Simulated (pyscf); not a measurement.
This saddle point was located with ωB97X-D3(BJ)/def2-SVP in PySCF.

```
Ta
O 1 1.8362
H 2 0.9594 1 172.59
F 1 1.8572 2 103.73 3 -170.79
F 1 1.8830 2 96.58 3 -75.42
F 1 1.8830 2 96.76 3 93.89
F 1 2.0908 2 95.90 3 9.17
H 7 1.1949 1 86.42 2 -179.76
Cl 8 1.5267 7 144.49 1 -0.16
```
Charge 0, spin multiplicity 1.

Surface: singlet, charge 0. Lowest wavenumbers (cm⁻¹): 598i, 74, 114, 162, 171.

**Question.** Name the species on either side of this saddle.

**Answer.** HO–Ta(F)(F)(F)–F + hydrogen chloride (HCl) <-> HO–Ta(F)(F)(F)–Cl + hydrogen fluoride (HF), a four-centre exchange read from left to right: F–Ta, Cl–H broken and Cl–Ta, F–H formed. At ωB97M-D3(BJ)/def2-TZVP it lies +3.6 kcal/mol from the left side and -4.0 kcal/mol from the right (each side as separated species at their lowest minima found). On the reactant side the descent ends in an adduct with a Cl–Ta contact, 11.3 kcal/mol under the separated species and 10.4 kcal/mol under the saddle at ωB97X-D3(BJ)/def2-TZVP. On the product side the descent ends in an adduct with a F–Ta contact, 10.6 kcal/mol under the separated species and 6.1 kcal/mol under the saddle at ωB97X-D3(BJ)/def2-TZVP. At ωB97M-D3(BJ) the saddle lies under the separated products, which points to a path from their complex (located at ωB97X-D3(BJ) alone), and parting the products costs more than the saddle. What is counted as formed (Cl–Ta) is already present as a longer contact in the reactant adduct; forming that adduct is a step of its own. What is counted as broken (F–Ta) persists as a longer contact in the product adduct; parting that adduct is a step of its own. At ωB97X-D3(BJ) the barrier from the zero used here is -0.9 kcal/mol. This is the saddle that the search found; another between the same sides may lie lower. Elements past Kr carry the def2 core potentials, without spin-orbit coupling.
